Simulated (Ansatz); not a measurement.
A nudged elastic band was laid between two geometries of BFH$_{4}$O (7 atoms, charge 0, multiplicity 1).

Computed with RKS LDA/6-31G* (Ansatz 0.2.0).

```json
{
 "movable images": "5",
 "climbing image": "yes",
 "spring": "5.0 eV/Å²",
 "optimiser": "quadratic models (default)",
 "start path": "through a guess of the saddle point",
 "force threshold": "0.05 eV/Å",
 "iteration limit": "60",
 "end points": "relaxed"
}
```

Initial state:

```xyz
7
Properties=species:S:1:pos:R:3
B 0.037 0.005 0.135
H 0.197 0.643 1.163
H 0.917 0.022 -0.710
F -1.248 -0.016 -0.354
O 0.200 -1.558 0.717
H -0.059 -2.127 -0.045
H -0.524 -1.655 1.378
```

Final state:

```xyz
7
Properties=species:S:1:pos:R:3
B -0.046 -0.330 -0.912
H 0.237 -0.781 3.181
H 0.803 0.490 -1.142
F -1.053 -0.514 -1.760
O 0.029 -1.066 0.215
H -0.724 -1.692 0.290
H 0.275 -0.794 2.413
```

Problem. What changes between the two ends?

Solution. Bonds broken: B1–H2, O5–H7. Bonds formed: H2–H7. BFH4O becomes BFH2O + H2.

Problem. What energy profile does the band end with?

Solution. The run converged. The highest image is number 2 of 0 to 6, 16.1 kcal/mol above the first end and 35.9 kcal/mol above the last; the last end lies 19.9 kcal/mol below the first. Neighbouring images differ by up to 1.4 eV, so the band resolves the path poorly. A vibrational analysis at the climbing image gives one clearly imaginary mode, 1178i cm⁻¹: a first-order saddle point. The orbitals stay closed-shell, which can raise the energy where a bond breaks towards radicals; this wasn't checked here.

```
image  path coordinate (Å)  energy (kcal/mol)  B1–H2 (Å)  O5–H7 (Å)  H2–H7 (Å)
    0                 0.00                0.0       1.22       0.99       2.42
    1                 0.93                0.4       1.23       0.98       2.13
    2                 1.87               16.1       1.38       1.26       1.06
    3                 2.81              -15.9       2.26       2.13       0.77
    4                 3.75              -19.4       3.15       2.38       0.77
    5                 4.69              -19.8       3.70       2.27       0.77
    6                 5.63              -19.9       4.13       2.23       0.77
```

Problem. What is the geometry of the highest image?

Solution. 
```xyz
7
Properties=species:S:1:pos:R:3
B 0.027 -0.243 0.024
H -0.108 0.156 1.336
H 1.013 0.309 -0.402
F -1.158 -0.087 -0.599
O 0.281 -1.733 0.387
H -0.576 -2.195 0.236
H 0.043 -0.894 1.301
```

The band took 14 iterations and of the order of 50 core-seconds.

The run took 54 s on 1 thread of Arm Neoverse V1, on a shared host, peak memory 0.095 GiB.
